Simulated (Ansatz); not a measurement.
System: CH₃, net charge 1, singlet state. 
Structure (B3LYP-D3(BJ)/def2-TZVP (Ansatz, an electronic-structure program) minimum search):
```
C
H 1 1.0918
H 1 1.0918 2 120.00
H 1 1.0918 2 120.00 3 -180.00
```
Charge +1, spin multiplicity 1.

Basis-set convergence of Hartree-Fock and CCSD correlation energies (hartree) with Ansatz. Cores are frozen in the correlated levels unless marked. No spin-orbit coupling. No relativistic terms.

```
basis        functions      E(HF)  E(corr, CCSD)
-----------  ---------  ---------  -------------
def2-SVPD           44  -39.20243       -0.13355
def2-TZVPPD         88  -39.24842       -0.15347
def2-QZVPPD        162  -39.25038       -0.16043
```

Extrapolating the two largest sets (X = 3 and 4) as X^-3: E(corr) = (64·(-0.16043) - 27·(-0.15347))/37 = -0.1655 Eh, an estimate of the basis-set limit. The largest set recovers 96.9 % of it, the smallest 80.7 %.
